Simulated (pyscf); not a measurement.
Structures and frequencies: ωB97X-D3(BJ)/def2-SVP in PySCF. Correlated levels are frozen-core, on RHF or UHF. ΔMP2 is the change of the MP2 total energy from the triple- to the quadruple-zeta basis.

### Question
Estimate by transition-state theory the rate constant of HF (SMILES F) + H₂N–BH–F (SMILES NBF) → F–BH–F (SMILES FBF) + NH₃ (SMILES N) (singlet surface; F–H, B–N broken, B–F, H–N formed) at 900 K, with CCSD(T)/def2-TZVPP + ΔMP2(QZVPP) energies (ideal gas, 1 atm, RRHO with modes under 100 cm⁻¹ raised to 100, one conformer, R ln 2 for chiral ones without a mode under 150 cm⁻¹; no tunnelling).

### Answer
The electronic barrier is 12.1 kcal/mol and the thermal terms add +30.6, so ΔG‡ = 42.7 kcal/mol. With k_BT/h = 1.88e+13 s⁻¹ and RT = 1.788 kcal/mol, and a volume of 1.23e-19 cm³ per molecule at 1 atm, k = 1.0e-16 cm³ molecule⁻¹ s⁻¹. Wigner's tunnelling factor for 780i cm⁻¹ would be 1.06. A shift of 1 kcal/mol in the barrier changes k by a factor 1.7. On the reactant side the descent ends in a complex, 4.7 kcal/mol under the separated species and 14.2 kcal/mol under the saddle at ωB97X-D3(BJ)/def2-TZVP. On the product side the descent ends in an adduct with a B–N contact, 18.3 kcal/mol under the separated species and 34.8 kcal/mol under the saddle at ωB97X-D3(BJ)/def2-TZVP. What is counted as broken (B–N) persists as a longer contact in the product adduct; parting that adduct is a step of its own. At ωB97X-D3(BJ) the barrier from the zero used here is 9.4 kcal/mol. This is the saddle that the search found; another between the same sides may lie lower. The CCSD(T) − MP2 part came from Ansatz, without density fitting, on the same reference.
